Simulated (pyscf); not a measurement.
PySCF, gas phase, ωB97X-D3(BJ)/def2-SVP geometries.

**Question.** Estimate by transition-state theory the rate constant of •H₂Si–AsH₂ + H₂ -> H₃Si–AsH₂ + H• (doublet surface; H–H broken, H–Si formed) at 600 K, with ωB97M-D3(BJ)/def2-TZVP energies (ideal gas, 1 atm, RRHO with modes under 100 cm⁻¹ raised to 100, one conformer, R ln 2 for chiral ones without a mode under 150 cm⁻¹; no tunnelling).

**Answer.** The electronic barrier is 18.2 kcal/mol and the thermal terms add +13.0, so ΔG‡ = 31.2 kcal/mol. With k_BT/h = 1.25e+13 s⁻¹ and RT = 1.192 kcal/mol, and a volume of 8.18e-20 cm³ per molecule at 1 atm, k = 4.4e-18 cm³ molecule⁻¹ s⁻¹. Wigner's tunnelling factor for 861i cm⁻¹ would be 1.18. A shift of 1 kcal/mol in the barrier changes k by a factor 2.3. •H₂Si–AsH₂ lies 16.5 kcal/mol over its isomer H₃Si–AsH• (electronic energy, ωB97M-D3(BJ)/def2-TZVP). One saddle was located; it need not be the lowest between these sides. The angle at the transferred H is 180°. Elements up to Kr have no core potential and no relativistic terms here.
